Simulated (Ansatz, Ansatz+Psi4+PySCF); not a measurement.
```yaml
atoms:
  - { symbol: H, position_ang: [0.0000, 0.0000, -0.7619] }
  - { symbol: F, position_ang: [0.0000, 0.0000, 0.0847] }
```

Basis set: cc-pVTZ (spherical functions). Correlated methods keep 1 orbital frozen. Charge 0, multiplicity 1.

Computed with Ansatz (development build ahead of 0.2.0); each method stands on the lowest determinant of its kind that the runs found. Restricted open shells among the atoms or ions are ROHF, correlated in semicanonical orbitals with singles.

The atomization energy at this shape (free ground-state atoms in the same class of orbitals less the molecule, no zero-point energy) of singlet HF:

```json
{"method": "RHF", "atomization energy": "96.53 kcal/mol"}
```

**Question.** What does RHF-MP2 give?

**Answer.** 136.43 kcal/mol. Caution: the shape is not the minimum.
